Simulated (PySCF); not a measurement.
## Mg: ionisation energy

Mg [Ne] 3s2 (1S) → Mg⁺ [Ne] 3s1 (2S), as a difference of total energies. Calculation: PySCF 2.14, in x2c-TZVPPall; the spin-free X2C one-electron Hamiltonian (Gaussian nucleus). Correlated levels: valence: [Ne] frozen. The calculations carry no spin-orbit coupling.

Task: Order these methods by the ionisation energy they give, lowest first.
A. UHF
B. MP2 (valence)
C. CCSD (valence)
D. SCS-MP2 (valence)

Result: A (6.621 eV), B (7.211 eV), D (7.329 eV), C (7.510 eV).

Errors of the correlated levels include the incompleteness of this basis and the frozen core.

With two correlated electrons CCSD is exact in that space.

For comparison: 7.646 eV (measured; NIST Atomic Spectra Database, ionization energies).
